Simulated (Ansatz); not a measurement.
# Worked example: the enthalpy of C3H7NO → C3H5N + H2O

Gas-phase species: C3H7NO (propionamide) `CCC(N)=O`, singlet; C3H5N (propanenitrile) `CCC#N`, singlet; H2O (water) `O`, singlet. This is a balance of energies; it says nothing on the path, which may need atoms to shift.

Shapes, held fixed at every level: PBE0-D4/def2-TZVP. Flexible molecules stand in one conformer, not always the lowest. Programs: Ansatz 0.2.0. The zero-point and thermal terms to 298 K, harmonic and unscaled (PBE0-D4/def2-TZVP), stand in the table.

At wB97X-V/def2-TZVPP; 1 Eh = 2625.50 kJ/mol:

```
species  energy (Eh)  H(298 K) − E (kJ/mol)  tabulated ΔfH (kJ/mol)
 C3H7NO  -248.557223                  288.1                  -259.0
  C3H5N  -172.079851                  210.3                   +51.7
    H2O   -76.434462                   66.4                  -241.8
```

Q: Work out the reaction enthalpy at 298 K from the calculation and from the table of heats.

A: 
1. Electronic: (-172.079851) + (-76.434462) − [(-248.557223)] = 0.042910 Eh = +112.7 kJ/mol.
2. Zero-point and thermal: (210.3) + (66.4) − [(288.1)] = -11.4 kJ/mol.
3. Computed ΔH = +101.3 kJ/mol.
4. From the heats of formation (Active Thermochemical Tables, CRC Handbook of Chemistry and Physics): (51.7) + (-241.8) − [(-259.0)] = +68.9 kJ/mol.
5. Computed less tabulated: +32.4 kJ/mol. A miss of this size is the level's; CCSD(T)/CBS estimate misses by +0.7.
